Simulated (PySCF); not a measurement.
Molecule: `InChI=1S/F5P/c1-6(2,3,4)5`.

Molfile (atoms numbered from 1):
```
F5P
     RDKit          3D

  6  5  0  0  0  0  0  0  0  0999 V2000
    0.6422   -0.5738   -1.3522 F   0  0  0  0  0  0  0  0  0  0  0  0
    0.0032   -0.0053   -0.0075 P   0  0  0  0  0  5  0  0  0  0  0  0
    1.1101    1.1043    0.0491 F   0  0  0  0  0  0  0  0  0  0  0  0
    0.2439   -1.3887    0.6915 F   0  0  0  0  0  0  0  0  0  0  0  0
   -1.3442    0.2681   -0.7626 F   0  0  0  0  0  0  0  0  0  0  0  0
   -0.6358    0.5639    1.3371 F   0  0  0  0  0  0  0  0  0  0  0  0
  1  2  1  0
  2  3  1  0
  2  4  1  0
  2  5  1  0
  2  6  1  0
M  END
```

Geometry PBE0-D3(BJ)/def2-SVP throughout; GIAO in PySCF 2.14.0 with density-fitted response routines, gas phase, one conformer, non-relativistic; equivalent atoms averaged; basis pcSseg-2.

Task: How do the absolute shieldings σ depend on the functional? (ppm; last column core-seconds on 1 thread of an Arm Neoverse V1, shared host)

Result: 
```
functional                    kind     F1     F6  F3/F4/F5     P2  core-s
      WP04           global hybrid  227.0  227.1     237.3  356.1      15
     B97-2           global hybrid  228.0  228.0     237.3  371.0      15
 BHandHLYP           global hybrid  240.8  240.8     250.2  384.9      14
 CAM-B3LYP  range-separated hybrid  226.0  226.0     235.0  355.3      20
   wB97X-D  range-separated hybrid  226.5  226.4     235.5  361.7      20
   LC-wPBE  range-separated hybrid  229.3  229.2     238.6  360.3      25
```

Task: Which nucleus moves most, in ppm?

Result: P2 (phosphorus bonded to 5 F): from 355.3 ppm with CAM-B3LYP to 384.9 ppm with BHandHLYP. The smallest spread is 14.8 ppm, at F1.
